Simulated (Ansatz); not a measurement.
# Cohesive energy of magnesium across functionals

Ansatz, plane waves with scalar-relativistic PAW, 420 eV (500 eV for the SCAN forms).

The free atom is spin-polarised, without symmetry, in a box of 14 × 14.4 × 14.8 Å, in the lowest state that the tried spin starts reached (hybrids start from one state alone); no zero-point energy, no spin-orbit coupling, no dispersion.

```csv
functional,cohesive energy (eV/atom),atom's moment (μB),bound form
LDA,1.77,0.0,hcp
PBEsol,1.71,0.0,hcp
m-r²SCAN,1.71,0.0,hcp
PBE,1.50,0.0,hcp
RPBE,1.33,0.0,hcp
BLYP,0.71,0.0,hcp
```

LDA binds most and BLYP least.

m-r²SCAN is r²SCAN on the gauge-invariant kinetic-energy density; without spin polarisation the two are equal.
